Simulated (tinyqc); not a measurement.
Worked calculation: G0W0 on RHF in the sto-6g basis, for OH-, spin multiplicity 1. The basis has no diffuse functions, so it cannot describe the extra electron: this is an exercise in the method, not the real anion. Computed by tinyqc, a small Python program that keeps every step (integrals from PySCF). Settings: charge = -1, multiplicity = 1, basis = sto-6g, method = RHF, energy threshold = 1e-10, iteration cap = 53, orthogonalisation = symmetric, start = Wolfsberg-Helmholz matrix, DIIS depth = 6. Command: `OMP_NUM_THREADS=1 python tinyqc.py 25418 25419 out.jsonl` (the two numbers bound the seeds that draw the settings). One thread of a shared host (Intel(R) Xeon(R) Processor @ 2.60GHz), about 0.07 s of CPU time with the checks. The early iterations of the SCF are left out here.

## One-electron integrals

Geometry (angstrom):
```
atom         x         y         z
O     0.000000  0.000000  0.000000
H     0.000000  0.000000  1.232000
```

Basis sto-6g: exponents (1/bohr^2) and contraction coefficients of normalised primitives:
```
element  l (shell)     exponent  coefficient
O            s (1)  1355.584234     0.009164
O            s (1)   248.544885     0.049361
O            s (1)    69.533902     0.168538
O            s (1)    23.886772     0.370563
O            s (1)     9.275933     0.416492
O            s (1)     3.820341     0.130334
O            s (2)    52.187762    -0.013253
O            s (2)    10.329320    -0.046992
O            s (2)     3.210345    -0.033785
O            s (2)     1.235135     0.250242
O            s (2)     0.536420     0.595117
O            s (2)     0.245881     0.240706
O            p (3)    52.187762     0.003760
O            p (3)    10.329320     0.037679
O            p (3)     3.210345     0.173897
O            p (3)     1.235135     0.418036
O            p (3)     0.536420     0.425860
O            p (3)     0.245881     0.101708
H            s (1)    35.523221     0.009164
H            s (1)     6.513144     0.049361
H            s (1)     1.822143     0.168538
H            s (1)     0.625955     0.370563
H            s (1)     0.243077     0.416492
H            s (1)     0.100112     0.130334
```

Overlap, kinetic and nuclear-attraction integrals over the contracted functions; the nuclear repulsion is the sum of Za Zb / Rab.

nuclear repulsion = 3.43621566 hartree

overlap S, lower triangle:
```
           1O 1s     1O 2s    1O 2px    1O 2py    1O 2pz     2H 1s
1O 1s   1.000000
1O 2s   0.231145  1.000000
1O 2px  0.000000  0.000000  1.000000
1O 2py  0.000000  0.000000  0.000000  1.000000
1O 2pz  0.000000  0.000000  0.000000  0.000000  1.000000
2H 1s   0.029406  0.316655  0.000000  0.000000  0.289850  1.000000
```

kinetic energy T (hartree), lower triangle:
```
            1O 1s     1O 2s    1O 2px    1O 2py    1O 2pz     2H 1s
1O 1s   29.327197
1O 2s   -0.896024  0.842618
1O 2px   0.000000  0.000000  2.531309
1O 2py   0.000000  0.000000  0.000000  2.531309
1O 2pz   0.000000  0.000000  0.000000  0.000000  2.531309
2H 1s   -0.006538  0.032645  0.000000  0.000000  0.118775  0.768522
```

nuclear attraction V (hartree), lower triangle:
```
             1O 1s      1O 2s     1O 2px     1O 2py     1O 2pz      2H 1s
1O 1s   -61.687842
1O 2s    -6.250564  -9.428849
1O 2px    0.000000   0.000000  -9.406053
1O 2py    0.000000   0.000000   0.000000  -9.406053
1O 2pz   -0.009914  -0.116553   0.000000   0.000000  -9.473247
2H 1s    -0.908958  -2.200451   0.000000   0.000000  -1.790830  -4.634253
```

core Hamiltonian H = T + V (hartree), lower triangle:
```
             1O 1s      1O 2s     1O 2px     1O 2py     1O 2pz      2H 1s
1O 1s   -32.360645
1O 2s    -7.146589  -8.586231
1O 2px    0.000000   0.000000  -6.874744
1O 2py    0.000000   0.000000   0.000000  -6.874744
1O 2pz   -0.009914  -0.116553   0.000000   0.000000  -6.941939
2H 1s    -0.915496  -2.167806   0.000000   0.000000  -1.672055  -3.865731
```

## Two-electron integrals

Functions are numbered as in S; the eight-fold symmetry (ij|kl) = (ji|kl) = (kl|ij) leaves the list below.

Two-electron integrals (ij|kl) in chemists' order, unique and non-zero (hartree):
```
(11|11) 4.787491   (21|11) 0.675884   (21|21) 0.121505   (22|11) 1.117379
(22|21) 0.249212   (22|22) 0.817383   (31|31) 0.025762   (32|31) 0.039145
(32|32) 0.180664   (33|11) 1.117381   (33|21) 0.249212   (33|22) 0.817382
(33|33) 0.880663   (41|41) 0.025762   (42|41) 0.039145   (42|42) 0.180664
(43|43) 0.047461   (44|11) 1.117381   (44|21) 0.249212   (44|22) 0.817382
(44|33) 0.785741   (44|44) 0.880663   (51|51) 0.025762   (52|51) 0.039145
(52|52) 0.180664   (53|53) 0.047461   (54|54) 0.047461   (55|11) 1.117381
(55|21) 0.249212   (55|22) 0.817382   (55|33) 0.785741   (55|44) 0.785741
(55|55) 0.880663   (61|11) 0.091379   (61|21) 0.015761   (61|22) 0.031674
(61|33) 0.031608   (61|44) 0.031608   (61|51) 0.000774   (61|52) 0.001521
(61|55) 0.031807   (61|61) 0.002084   (62|11) 0.246056   (62|21) 0.055764
(62|22) 0.205586   (62|33) 0.202038   (62|44) 0.202038   (62|51) 0.004487
(62|52) 0.034580   (62|55) 0.212681   (62|61) 0.007290   (62|62) 0.067477
(63|31) 0.005871   (63|32) 0.034094   (63|53) 0.006963   (63|63) 0.008976
(64|41) 0.005871   (64|42) 0.034094   (64|54) 0.006963   (64|64) 0.008976
(65|11) 0.189254   (65|21) 0.043458   (65|22) 0.170736   (65|33) 0.163345
(65|44) 0.163345   (65|51) 0.008834   (65|52) 0.060437   (65|55) 0.185518
(65|61) 0.005910   (65|62) 0.068073   (65|65) 0.076730   (66|11) 0.424130
(66|21) 0.097883   (66|22) 0.414738   (66|33) 0.399560   (66|44) 0.399560
(66|51) 0.009090   (66|52) 0.098516   (66|55) 0.445092   (66|61) 0.012881
(66|62) 0.182144   (66|65) 0.208969   (66|66) 0.774999
```

## Orthogonalisation

S = U s U^T; symmetric (Loewdin) form X = U s^(-1/2) U^T, so that X^T S X = 1.

eigenvalues of S: 0.544485  0.844977  1.000000  1.000000  1.133152  1.477386

X, lower triangle:
```
            1O 1s      1O 2s    1O 2px    1O 2py     1O 2pz     2H 1s
1O 1s    1.021435
1O 2s   -0.124391   1.066486
1O 2px   0.000000   0.000000  1.000000
1O 2py   0.000000   0.000000  0.000000  1.000000
1O 2pz  -0.004269   0.040841  0.000000  0.000000   1.036555
2H 1s    0.015863  -0.183307  0.000000  0.000000  -0.164674  1.080739
```

## Iteration 7 (converged): orbitals

converged F (hartree), lower triangle:
```
             1O 1s      1O 2s    1O 2px    1O 2py     1O 2pz     2H 1s
1O 1s   -19.745035
1O 2s    -4.796108  -1.701964
1O 2px    0.000000   0.000000  0.188782
1O 2py    0.000000   0.000000  0.000000  0.188782
1O 2pz   -0.015497   0.008297  0.000000  0.000000   0.526415
2H 1s    -0.616601  -0.457589  0.000000  0.000000  -0.261036  0.061825
```

Diagonalise F' = X^T F X, C = X C', fill 5 alpha and 5 beta electrons from the bottom; D = 2 C_occ C_occ^T. Each column has its largest component positive (the first on a tie).

F' = X^T F X (hartree), lower triangle:
```
            1          2         3         4          5         6
1  -19.426136
2   -2.467180  -0.810265
3    0.000000   0.000000  0.188782
4    0.000000   0.000000  0.000000  0.188782
5   -0.038235   0.118954  0.000000  0.000000   0.660997
6   -0.063137  -0.313953  0.000000  0.000000  -0.424596  0.305878
```

orbital energies (hartree): MO1 -19.748125, MO2 -0.591580, MO3 0.075974, MO4 0.188782, MO5 0.188782, MO6 0.994205

coefficients C:
```
              MO1        MO2        MO3       MO4        MO5        MO6
1O 1s    0.996850  -0.237838   0.074216  0.000000   0.000000  -0.057353
1O 2s    0.013611   0.954868  -0.405175  0.000000   0.000000   0.334679
1O 2px   0.000000   0.000000   0.000000  0.999899  -0.014222   0.000000
1O 2py   0.000000   0.000000   0.000000  0.014222   0.999899   0.000000
1O 2pz   0.001450   0.003827   0.489079  0.000000   0.000000   0.929535
2H 1s   -0.002576   0.177369   0.762352  0.000000   0.000000  -0.785061
```

D after iteration 7, lower triangle:
```
            1O 1s      1O 2s    1O 2px    1O 2py    1O 2pz     2H 1s
1O 1s    2.111568
1O 2s   -0.487214   2.152252
1O 2px   0.000000   0.000000  2.000000
1O 2py   0.000000   0.000000  0.000000  2.000000
1O 2pz   0.073666  -0.388978  0.000000  0.000000  0.478429
2H 1s    0.023651  -0.279114  0.000000  0.000000  0.747050  1.225294
```

Within a degenerate level the vectors are fixed only up to a rotation; this is one choice.

## Convergence

Stop when the energy changes by less than 1e-10 hartree and every element of the error matrix X^T (F D S - S D F) X is below 3e-06.

Course of the cycle:
```
iteration   E (hartree)     change  largest element of the error matrix
1          -74.19875591          -                             6.35e-01
2          -74.76943244  -5.71e-01                             6.85e-02
3          -74.77311588  -3.68e-03                             1.49e-02
4          -74.77327810  -1.62e-04                             3.81e-04
5          -74.77327818  -8.17e-08                             2.01e-05
6          -74.77327818  -2.42e-10                             2.47e-07
7          -74.77327818  -4.26e-14                             1.74e-11
```

PySCF RHF in the same basis = -74.77327818 hartree

Converged in 7 iterations.

## Integrals over molecular orbitals

(pq|rs) = sum C_ip C_jq C_kr C_ls (ij|kl), one index at a time.

one-electron integrals over orbitals h = C^T H C (hartree), lower triangle:
```
            1          2          3          4          5          6
1  -32.347794
2    0.620122  -7.195081
3   -0.190402   0.690943  -5.030964
4    0.000000   0.000000   0.000000  -6.874744
5    0.000000   0.000000   0.000000   0.000000  -6.874744
6    0.151679  -0.748837  -1.551563   0.000000   0.000000  -5.748855
```

Two-electron integrals over orbitals (pq|rs), unique and non-zero (hartree):
```
(11|11) 4.763435    (21|11) -0.461433   (21|21) 0.071656    (22|11) 1.071383
(22|21) -0.019827   (22|22) 0.743881    (31|11) 0.147317    (31|21) -0.022894
(31|22) 0.007517    (31|31) 0.014416    (32|11) -0.181085   (32|21) 0.006680
(32|22) -0.066769   (32|31) 0.009233    (32|32) 0.119142    (33|11) 0.682248
(33|21) -0.005550   (33|22) 0.565870    (33|31) -0.000552   (33|32) 0.021710
(33|33) 0.617532    (41|41) 0.026663    (42|41) 0.034412    (42|42) 0.159748
(43|41) -0.009997   (43|42) -0.040497   (43|43) 0.028810    (44|11) 1.117093
(44|21) -0.012426   (44|22) 0.773853    (44|31) 0.003823    (44|32) -0.096900
(44|33) 0.546087    (44|44) 0.880663    (51|51) 0.026663    (52|51) 0.034412
(52|52) 0.159748    (53|51) -0.009997   (53|52) -0.040497   (53|53) 0.028810
(54|54) 0.047461    (55|11) 1.117093    (55|21) -0.012426   (55|22) 0.773853
(55|31) 0.003823    (55|32) -0.096900   (55|33) 0.546087    (55|44) 0.785741
(55|55) 0.880663    (61|11) -0.115758   (61|21) 0.018368    (61|22) -0.003016
(61|31) 0.006537    (61|32) 0.020821    (61|33) -0.005206   (61|44) -0.002984
(61|55) -0.002984   (61|61) 0.026414    (62|11) 0.153361    (62|21) -0.004655
(62|22) 0.078924    (62|31) 0.016172    (62|32) 0.052851    (62|33) 0.001853
(62|44) 0.082689    (62|55) 0.082689    (62|61) 0.023609    (62|62) 0.111408
(63|11) 0.307794    (63|21) -0.004235   (63|22) 0.157981    (63|31) -0.002706
(63|32) -0.107849   (63|33) -0.011574   (63|44) 0.180086    (63|55) 0.180086
(63|61) -0.008311   (63|62) 0.020412    (63|63) 0.185066    (64|41) 0.007449
(64|42) 0.030375    (64|43) 0.014684    (64|64) 0.037809    (65|51) 0.007449
(65|52) 0.030375    (65|53) 0.014684    (65|65) 0.037809    (66|11) 0.944298
(66|21) -0.011138   (66|22) 0.675689    (66|31) 0.010198    (66|32) 0.003385
(66|33) 0.612581    (66|44) 0.669107    (66|55) 0.669107    (66|61) 0.008723
(66|62) 0.078362    (66|63) 0.075125    (66|66) 0.708413
```

## Screening: direct RPA

With D = e_a - e_i and K = (ia|jb): diagonalise D^(1/2) (D + 4K) D^(1/2) = Z w^2 Z^T; X + Y = D^(1/2) Z w^(-1/2), each column of Z with its largest component positive (the first on a tie); E_c = (sum w - tr (D + 2K)) / 2.

D^(1/2) (D + 4K) D^(1/2) (hartree^2), lower triangle:
```
            1>6       2>6       3>6       4>6       5>6
1>6  432.435780
2>6    0.541610  3.221387
3>6   -0.145075  0.098527  1.522881
4>6    0.000000  0.000000  0.000000  0.770516
5>6    0.000000  0.000000  0.000000  0.000000  0.770516
```

excitation energies w (hartree): 0.877790  0.877790  1.231712  1.796225  20.795108

X + Y:
```
            1          2          3          4          5
1>6  0.000000   0.000000   0.001678  -0.004214   0.998729
2>6  0.000000   0.000000  -0.065634   0.938023   0.000348
3>6  0.000000   0.000000   0.861973   0.041358  -0.000071
4>6  0.076154   0.954860   0.000000   0.000000   0.000000
5>6  0.954860  -0.076154   0.000000   0.000000   0.000000
```

RPA correlation energy = -0.03778913 hartree

Within a degenerate level the vectors are fixed only up to a rotation; this is one choice.

## G0W0 on Hartree-Fock: HOMO

W(p,q,m) = sqrt2 sum_ia (pq|ia) (X+Y)_ia,m; Sigma_c(x) = sum_(i,m) W^2/(x - e_i + w_m) + sum_(a,m) W^2/(x - e_a - w_m); solve x = e_p + Sigma_c(x) by Newton steps; Z = 1/(1 - dSigma/dx); 1 hartree = 27.211386 eV.

The 12 largest terms at x = e_p (hartree; W for the signs of X + Y given):
```
q  m          W       term
5  3   0.211845   0.036436
5  4   0.120243   0.008049
6  1   0.051056  -0.001549
2  1   0.041018   0.001015
3  1   0.019829   0.000397
6  2  -0.004072  -0.000010
2  2  -0.003271   0.000006
1  1   0.010060   4.86e-06
3  2  -0.001581   2.52e-06
5  5  -0.004193   8.45e-07
1  2  -0.000802   3.09e-08
```

Newton steps (hartree):
```
step         x  Sigma_c(x)         Z
0     0.188782    0.044353  0.965244
1     0.231593    0.042859  0.967274
2     0.231639    0.042857  0.967276
```

quasiparticle energy of the HOMO = 6.303210 eV

Hartree-Fock value = 5.137013 eV

## G0W0 on Hartree-Fock: LUMO

As before.

The 12 largest terms at x = e_p (hartree; W for the signs of X + Y given):
```
q  m          W       term
3  3   0.223683   0.023272
2  4   0.148843   0.006551
6  4   0.108294  -0.006529
6  3   0.084325  -0.005773
5  1   0.051056   0.001549
4  2   0.051056   0.001549
3  4   0.037952   0.000531
2  3   0.014598   0.000076
2  5   0.033398   0.000050
1  4   0.030675   0.000042
1  5   0.037320   0.000034
5  2  -0.004072   0.000010
```

Newton steps (hartree):
```
step         x  Sigma_c(x)         Z
0     0.994205    0.021375  0.977361
1     1.015096    0.020892  0.977390
2     1.015097    0.020892  0.977390
```

quasiparticle energy of the LUMO = 27.622188 eV

Hartree-Fock value = 27.053698 eV
